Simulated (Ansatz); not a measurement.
**What a trial cell of Y3C2 relaxes into**

These are results of DFT PBE, scalar-relativistic, plane waves, PAW (Ansatz 0.2.0), not measurements.

Y3C2 was placed on the sites of a reported La2O3 cell (P321, No. 150), with C in place of La, Y in place of O, at a guessed volume.

The final relaxation ran on this input, with the default PAW datasets:

```yaml
crystal:
  lattice:
    - [6.2601936055, 0.0, 0.0]
    - [-3.1300968027, 5.421486695, 0.0]
    - [0.0, 0.0, 3.2413537523]
  atoms:
    - { symbol: "Y", position: [0.3993109257, 0.3993109257, 0.5] }
    - { symbol: "Y", position: [0.6006890743, 0.0, 0.5] }
    - { symbol: "Y", position: [0.0, 0.6006890743, 0.5] }
    - { symbol: C, position: [0.3333333333, 0.6666666667, 0.0] }
    - { symbol: C, position: [0.6666666667, 0.3333333333, 0.0] }
basis:
  ecutwfc: 420
kpoints:
  mp_grid: { grid: [6, 6, 12] }
hamiltonian:
  xc: pbe
scf:
  occupations: { method: gaussian, width: 0.1 }
output:
  forces: true
  stress: true
  eigenvalues: true
relax:
  adjacent_minimum: "off"
  f_tol: 0.01
  max_steps: 80
  cell: { stress_tol: 0.05 }
```

Launched as:

```bash
ansatz run input.yaml --threads 1 --pin off --max-ram 2560MiB --backend cpu --events-out ev --progress --plain --runs-dir out
```

The run took 78 s on 1 thread of Arm Neoverse V1, on a shared host, peak memory 0.4 GiB.

The program printed at the end:

```
SCF converged after 6 iterations
Free energy (F): -12047.487078 eV
Harris-Foulkes:  -12047.487078 eV  (|F-HF|=3.64e-12)
Internal energy: -12047.477648 eV  (E = F + TS)
E sigma→0 (E₀):  -12047.482363 eV
Entropy (-TS):   -0.009429 eV (-1.886 meV/atom)
Fermi energy:    8.878914 eV
--- Per-component energies (eV) ---
  E_band       = -339.438492
  E_kinetic    = 1090.069996
  E_local      = -2409.074897  (includes V_loc(G=0)·N_el)
  E_nonlocal   = 202.901868
  E_hartree    = 832.703140
  E_xc         = -617.059755
  E_vxc        = -717.583184  (∫ρ·V_xc dr)
  E_paw        = -8673.054203  (= ΣΔE_a)
  E_vpaw       = -171.158610  (= ΣTr[D̂ρ^β])
  E_aug_tail   = 0.000021  (compensation charges beyond the density's cutoff)
  E_ewald      = -2473.963817
  E_smearing   = -0.009429  (= −TS)
  E_closure    = 0.000000  (closes the sum)
  Σ components = -12047.487078   (vs F -12047.487078, Δ=0.00e0)
--- Forces (eV/Å), atoms counted from 1 ---
  atom   1  Y     -0.00035758    -0.00061934     0.00000000
  atom   2  Y      0.00071516     0.00000000     0.00000000
  atom   3  Y     -0.00035758     0.00061934     0.00000000
  atom   4  C      0.00000000     0.00000000     0.00000000
  atom   5  C      0.00000000     0.00000000     0.00000000
  max |Σ_I F_I| component: 8.10e-17 eV/Å
--- Stress (GPa, compression-positive) ---
        0.023248       0.000000       0.000000
        0.000000       0.023248       0.000000
        0.000000       0.000000       0.006467
  P = ⅓ Tr σ = 0.0177 GPa (0.177 kbar)
--- Relaxed structure (4 steps of the walk, 4 accepted, 1 SCFs on fresh bases) ---
  F+E_penalty+E_count = -12047.48707775 eV   max|allowed force component| = 7.152e-4 eV/Å   (the final SCF, on the basis selected at the relaxed cell)
  cell:  # Å, volume = 112.1158 Å³
    - [6.312454, 0.000000, 0.0]
    - [-3.156227, 5.466746, 0.0]
    - [0.0, 0.0, 3.248926]
  atoms:
    - { symbol: Y, position: [0.407904, 0.407904, 0.500000] }
    - { symbol: Y, position: [0.592096, 0.000000, 0.500000] }
    - { symbol: Y, position: [0.0, 0.592096, 0.500000] }
    - { symbol: C, position: [0.333333, 0.666667, 0.0] }
    - { symbol: C, position: [0.666667, 0.333333, 0.0] }
```

Absolute energies hang on the potentials; compare differences alone.

The result has space group P-62m (No. 189). Around Y lie 4 C at 2.51 Å; around C lie 6 Y at 2.51 Å.

Against the elements it lies at 0.08 eV/atom. Energies over the elements count from the elements' standard structures at the same level, with no empirical corrections.

The k mesh leaves about 4 meV/atom of noise in metals.

A structure relaxed within its symmetry needn't be a true minimum.